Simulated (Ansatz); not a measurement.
Basis-set extrapolation for C$_{4}$H$_{10}$, SMILES `CCCC` (PBE0-D4/def2-TZVP geometry, frozen core, Ansatz 0.2.0). Multiplicity 1, RHF reference.

```
                      def2-TZVPP   def2-QZVPP
                 HF  -157.359321  -157.367066
    MP2 correlation    -0.716567    -0.760707
CCSD(T) correlation    -0.796627      not run
```

Energies in hartree. Use E(X) = E(∞) + A·exp(−7.88·√X) for Hartree–Fock and E(X) = E(∞) + B·X^(−2.97) for correlation, with X = 3 and 4, and add CCSD(T) minus MP2 of the smaller set to the MP2 limit.

Q: What is the CCSD(T) energy at the basis-set limit?

A: HF limit: -157.367066 + (-0.007745) × 0.13774 = -157.36813. MP2 limit: -0.760707 + (-0.044140) × 0.74074 = -0.79340. Higher-order term: -0.796627 − (-0.716567) = -0.08006. Total: -158.24159 hartree, 224.9 kJ/mol below CCSD(T)/def2-TZVPP.
